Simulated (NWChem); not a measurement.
**One shape, several levels: triplet BHF2**

Wanted: a comparison of 4 runs (UB3LYP/def2-TZVPP, UBHLYP/def2-TZVPP, UM06-L/def2-TZVPP, UPBE/def2-TZVPP) of triplet BHF2. 

The calculation is run with NWChem 7.3.0.

### 1 The system as given

BHF2: 4 atoms, total charge 0, spin state triplet. As SMILES of the parent species, `FBF`. The shape is that of a PBE0-D4/def2-TZVP optimisation. That shape belongs to the parent species and isn't relaxed for this state.

Bond lengths: F1–B2 1.313 Å, B2–F3 1.313 Å, B2–H4 1.191 Å. Angles: F1–B2–F3 118.1°, F1–B2–H4 121.0°, F3–B2–H4 121.0°.

### 2 A single-point energy at UB3LYP/def2-TZVPP (run 1)

The input, run.py:

```python
from ase import Atoms
from ase.calculators.nwchem import NWChem

molecule = Atoms('FBFH', positions=[
    [1.154300, 0.456900, -0.361900],
    [-0.001900, -0.031000, 0.025200],
    [-1.095400, 0.528700, -0.438900],
    [-0.057000, -0.954600, 0.775600],
])

calc = NWChem(
    label='bf2h',
    theory='dft',
    memory='2200 mb',
    basis='def2-TZVPP',
    basispar='spherical bse',
    dft={'xc': 'b3lyp', 'mult': '3', 'grid': 'fine', 'convergence': 'energy 1e-08', 'iterations': '100', 'mulliken': None, 'print': 'low'},
    task='energy',
)
molecule.calc = calc

print("Total energy (eV):", round(molecule.get_potential_energy(), 6))
```

Command:

```bash
$ export ASE_NWCHEM_COMMAND="nwchem PREFIX.nwi > PREFIX.nwo"
$ python run.py
```

The program printed:

```text
Total energy (eV): -6124.501258
```

The calculator wrote bf2h.nwi:

```
title "bf2h"

permanent_dir bf2h

scratch_dir bf2h

start bf2h

geometry units angstrom nocenter noautosym noautoz
  F  1.1543000000000001e+00 4.5689999999999997e-01 -3.6190000000000000e-01
  B  -1.9000000000000000e-03 -3.1000000000000000e-02 2.5200000000000000e-02
  F  -1.0953999999999999e+00 5.2869999999999995e-01 -4.3890000000000001e-01
  H  -5.7000000000000002e-02 -9.5460000000000000e-01 7.7559999999999996e-01
end

memory 2200 mb

basis spherical bse noprint
   * library def2-TZVPP
end

dft
  xc b3lyp
  mult 3
  grid fine
  convergence energy 1e-08
  iterations 100
  mulliken
  print low
end

task dft energy
```

bf2h.nwo:

```text
Northwest Computational Chemistry Package (NWChem) 7.3.0
             --------------------------------------------------------

           Job information
           ---------------

    nwchem branch   = 7.3.0
    use scalapack   = T
    input           = bf2h.nwi
    prefix          = bf2h.
    data base       = bf2h/bf2h.db
    status          = startup
    nproc           =        1

           Memory information
           ------------------

    heap     =     72089600 doubles =      550.0 Mbytes
    stack    =     72089597 doubles =      550.0 Mbytes
    global   =    144179200 doubles =     1100.0 Mbytes (distinct from heap & stack)
    total    =    288358397 doubles =     2200.0 Mbytes
    verify   = yes
    hardfail = no

[... 36 lines left out ...]
            Nuclear Dipole moment (a.u.)
[... 73 lines left out ...]
   convergence    iter        energy       DeltaE   RMS-Dens  Diis-err    time
[... 13 lines left out ...]
         Total DFT energy =     -225.071271724651
      One electron energy =     -434.795854852206
           Coulomb energy =      173.206661764370
    Exchange-Corr. energy =      -25.370637879108
 Nuclear repulsion energy =       61.888559242293
[... 38 lines left out ...]
     ------------------------------------------
      Spin Density - Lowdin Population Analysis
     ------------------------------------------

    Atom       Charge   Shell Charges
 -----------   ------   -------------------------------------------------------
    1 F    9     0.26   0.00  0.00  0.00  0.00 -0.00  0.15  0.10 -0.00  0.00  0.01  0.00
    2 B    5     1.04   0.00  0.00  0.02  0.03  0.02  0.35  0.30  0.16  0.03  0.11  0.02
    3 F    9     0.26   0.00  0.00  0.00  0.00 -0.00  0.15  0.10 -0.00  0.00  0.01  0.00
    4 H    1     0.43   0.12  0.16  0.06  0.01  0.07  0.01

     --------------------------
     Expectation value of S2:
     --------------------------
      <S2> =      2.0041 (Exact =     2.0000)

 Task  times  cpu:        9.6s     wall:        9.6s
 Total times  cpu:        9.6s     wall:        9.6s
```

Run time: 11 s. Hardware: 1 thread of AMD EPYC 9R45 (Zen 5), shared host; peak memory 0.12 GiB.

### 3 A single-point energy at UBHLYP/def2-TZVPP (run 2)

The input, bf2h.xyz:

```xyz
4
BF2H
F      1.154300     0.456900    -0.361900
B     -0.001900    -0.031000     0.025200
F     -1.095400     0.528700    -0.438900
H     -0.057000    -0.954600     0.775600
```

The input, run.py:

```python
from ase.io import read
from ase.calculators.nwchem import NWChem

mol = read('bf2h.xyz')

calc = NWChem(
    label='bf2h',
    theory='dft',
    memory='2200 mb',
    basis='def2-TZVPP',
    basispar='spherical bse',
    dft={'xc': 'bhlyp', 'mult': '3', 'grid': 'fine', 'convergence': 'energy 1e-08', 'iterations': '100', 'mulliken': None},
    task='energy',
)
mol.calc = calc

print("Total energy (eV):", round(mol.get_potential_energy(), 6))
```

Command:

```bash
$ export ASE_NWCHEM_COMMAND="nwchem PREFIX.nwi > PREFIX.nwo"
$ python run.py
```

The program printed:

```text
Total energy (eV): -6121.731175
```

The calculator wrote bf2h.nwi:

```
title "bf2h"

permanent_dir bf2h

scratch_dir bf2h

start bf2h

geometry units angstrom nocenter noautosym noautoz
  F  1.1543000000000001e+00 4.5689999999999997e-01 -3.6190000000000000e-01
  B  -1.9000000000000000e-03 -3.1000000000000000e-02 2.5200000000000000e-02
  F  -1.0953999999999999e+00 5.2869999999999995e-01 -4.3890000000000001e-01
  H  -5.7000000000000002e-02 -9.5460000000000000e-01 7.7559999999999996e-01
end

memory 2200 mb

basis spherical bse noprint
   * library def2-TZVPP
end

dft
  xc bhlyp
  mult 3
  grid fine
  convergence energy 1e-08
  iterations 100
  mulliken
end

task dft energy
```

bf2h.nwo:

```text
Northwest Computational Chemistry Package (NWChem) 7.3.0
             --------------------------------------------------------

           Job information
           ---------------

    nwchem branch   = 7.3.0
    use scalapack   = T
    input           = bf2h.nwi
    prefix          = bf2h.
    data base       = bf2h/bf2h.db
    status          = startup
    nproc           =        1

           Memory information
           ------------------

    heap     =     72089594 doubles =      550.0 Mbytes
    stack    =     72089599 doubles =      550.0 Mbytes
    global   =    144179200 doubles =     1100.0 Mbytes (distinct from heap & stack)
    total    =    288358393 doubles =     2200.0 Mbytes
    verify   = yes
    hardfail = no

[... 92 lines left out ...]
  convergence criterion.
[... 17 lines left out ...]
          Convergence on gradient requested:  5.00D-04
[... 25 lines left out ...]
          Convergence aids based upon iterative change in
[... 28 lines left out ...]
 1-e energy   =    -433.632884
[... 51 lines left out ...]
         Total DFT energy =     -224.969473037626
[... 2 lines left out ...]
    Exchange-Corr. energy =      -25.311100827009
[... 763 lines left out ...]
                     DFT Final Beta Molecular Orbital Analysis
[... 850 lines left out ...]
 center of mass
 --------------
 x =   0.03931961 y =   0.65825244 z =  -0.53482538

 moments of inertia (a.u.)
 ------------------
          24.612654532968           4.606486667933          -5.166989488309
           4.606486667933         181.576698432511          12.049271421244
          -5.166989488309          12.049271421244         186.511585810049

     Multipole analysis of the density
     ---------------------------------

     L   x y z        total         alpha         beta         nuclear
     -   - - -        -----         -----         ----         -------
     0   0 0 0     -0.000000    -13.000000    -11.000000     24.000000

     1   1 0 0     -0.039450     -0.425851     -0.489676      0.876077
[... 8 lines of this table left out ...]
     2   0 0 2    -12.058070    -14.668017     -9.950107     12.560054

 Task  times  cpu:       11.6s     wall:       11.6s
 Total times  cpu:       11.6s     wall:       11.6s
```

Run time: 13 s. Hardware: 1 thread of AMD EPYC 9R45 (Zen 5), shared host; peak memory 0.12 GiB.

Run 3 isn't shown in full; the table further down has it.

### 4 The energy at UPBE/def2-TZVPP (run 4)

The input, run.py:

```python
from ase import Atoms
from ase.calculators.nwchem import NWChem

atoms = Atoms(['F', 'B', 'F', 'H'], positions=[
    [1.154300, 0.456900, -0.361900],
    [-0.001900, -0.031000, 0.025200],
    [-1.095400, 0.528700, -0.438900],
    [-0.057000, -0.954600, 0.775600],
])

calc = NWChem(
    label='bf2h',
    theory='dft',
    memory='2200 mb',
    basis='def2-TZVPP',
    basispar='spherical bse',
    dft={'xc': 'xpbe96 cpbe96', 'mult': '3', 'grid': 'fine', 'convergence': 'energy 1e-08', 'iterations': '100', 'mulliken': None},
    task='energy',
)
atoms.calc = calc

print(f"energy = {atoms.get_potential_energy():.6f} eV")
```

Command:

```bash
$ export ASE_NWCHEM_COMMAND="nwchem PREFIX.nwi > PREFIX.nwo"
$ python run.py
```

The program printed:

```text
energy = -6118.369242 eV
```

The calculator wrote bf2h.nwi:

```
title "bf2h"

permanent_dir bf2h

scratch_dir bf2h

start bf2h

geometry units angstrom nocenter noautosym noautoz
  F  1.1543000000000001e+00 4.5689999999999997e-01 -3.6190000000000000e-01
  B  -1.9000000000000000e-03 -3.1000000000000000e-02 2.5200000000000000e-02
  F  -1.0953999999999999e+00 5.2869999999999995e-01 -4.3890000000000001e-01
  H  -5.7000000000000002e-02 -9.5460000000000000e-01 7.7559999999999996e-01
end

memory 2200 mb

basis spherical bse noprint
   * library def2-TZVPP
end

dft
  xc xpbe96 cpbe96
  mult 3
  grid fine
  convergence energy 1e-08
  iterations 100
  mulliken
end

task dft energy
```

bf2h.nwo:

```text
Northwest Computational Chemistry Package (NWChem) 7.3.0
             --------------------------------------------------------

           Job information
           ---------------

    nwchem branch   = 7.3.0
    use scalapack   = T
    input           = bf2h.nwi
    prefix          = bf2h.
    data base       = bf2h/bf2h.db
    status          = startup
    nproc           =        1

           Memory information
           ------------------

    heap     =     72089600 doubles =      550.0 Mbytes
    stack    =     72089597 doubles =      550.0 Mbytes
    global   =    144179200 doubles =     1100.0 Mbytes (distinct from heap & stack)
    total    =    288358397 doubles =     2200.0 Mbytes
    verify   = yes
    hardfail = no

[... 94 lines left out ...]
  convergence criterion.
[... 17 lines left out ...]
          Convergence on gradient requested:  5.00D-04
[... 23 lines left out ...]
          Convergence aids based upon iterative change in
[... 28 lines left out ...]
 1-e energy   =    -433.632884
[... 51 lines left out ...]
         Total DFT energy =     -224.845924282137
[... 2 lines left out ...]
    Exchange-Corr. energy =      -25.116300628128
[... 764 lines left out ...]
                     DFT Final Beta Molecular Orbital Analysis
[... 852 lines left out ...]
 center of mass
 --------------
 x =   0.03931961 y =   0.65825244 z =  -0.53482538

 moments of inertia (a.u.)
 ------------------
          24.612654532968           4.606486667933          -5.166989488309
           4.606486667933         181.576698432511          12.049271421244
          -5.166989488309          12.049271421244         186.511585810049

     Multipole analysis of the density
     ---------------------------------

     L   x y z        total         alpha         beta         nuclear
     -   - - -        -----         -----         ----         -------
     0   0 0 0     -0.000000    -13.000000    -11.000000     24.000000

     1   1 0 0     -0.022232     -0.428162     -0.470147      0.876077
[... 8 lines of this table left out ...]
     2   0 0 2    -12.417173    -14.917163    -10.060064     12.560054

 Task  times  cpu:       84.3s     wall:       84.3s
 Total times  cpu:       84.4s     wall:       84.4s
```

Run time: 85 s. Hardware: 1 thread of AMD EPYC 9R45 (Zen 5), shared host; peak memory 0.12 GiB.

### 5 The series

```tsv
run	level	energy (Eh)	⟨S²⟩	wall time
1	UB3LYP/def2-TZVPP	-225.071272	2.004	11 s
2	UBHLYP/def2-TZVPP	-224.969473	2.007	13 s
3	UM06-L/def2-TZVPP	-225.026962	2.006	1.8 min
4	UPBE/def2-TZVPP	-224.845924	2.002	85 s
```

### 6 Outcome

| quantity | value |
| --- | --- |
| run 4: total energy | -224.84592 Eh |
| run 4: dipole moment | 1.29 D |
| run 4: HOMO energy (highest over α and β) | -2.33 eV |
| run 4: ⟨S²⟩ | 2.002 |

**Reading.** Over runs 2, 3, 4 the dipole moment (its size) runs from 1.29 D (UPBE/def2-TZVPP) to 2.16 D (UBHLYP/def2-TZVPP). Totals of different functionals can't be ranked against each other. All runs together took 3.6 min, the longest 1.8 min.
